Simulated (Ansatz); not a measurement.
**Changing the shape of C2H4, singlet**

Computed with Ansatz's Gaussian-basis code (development build). Basis cc-pVDZ, nonrelativistic, no frozen core; active space CAS(2,2). Restricted Hartree–Fock, then the lowest state-specific CASSCF solution met for each case. Single-reference values can break down or jump between states where bonds are stretched. Solutions in different active orbitals can move differences by tenths of an eV and at times more than 1 eV.

Case A:

```xyz
6

C     0.0000    0.0000    0.6695
C     0.0000    0.0000   -0.6695
H    -0.4644    0.8045    1.2321
H     0.4644   -0.8045    1.2321
H     0.4644    0.8045   -1.2321
H    -0.4644   -0.8045   -1.2321
```

Case B:

```xyz
6

C     0.0000    0.0000    0.6695
C     0.0000    0.0000   -0.6695
H    -0.3555    0.8582    1.2321
H     0.3555   -0.8582    1.2321
H     0.3555    0.8582   -1.2321
H    -0.3555   -0.8582   -1.2321
```

Case C:

```xyz
6

C     0.0000    0.0000    0.6695
C     0.0000    0.0000   -0.6695
H    -0.5971    0.7116    1.2321
H     0.5971   -0.7116    1.2321
H     0.5971    0.7116   -1.2321
H    -0.5971   -0.7116   -1.2321
```

Energy less that of case A, in eV:

```json
{"case": "B", "RHF/ROHF": "-0.942", "CASSCF": "-0.798"}
{"case": "C", "RHF/ROHF": "+1.641", "CASSCF": "+1.104"}
```

Give the SC-NEVPT2 energies against case A.

B: -0.806 eV (-18.6 kcal/mol); C: +1.169 eV (27.0 kcal/mol).

Which case is lowest, and do the methods agree?

B is lowest in SC-NEVPT2. Of the methods shown, RHF/ROHF, CASSCF agree.
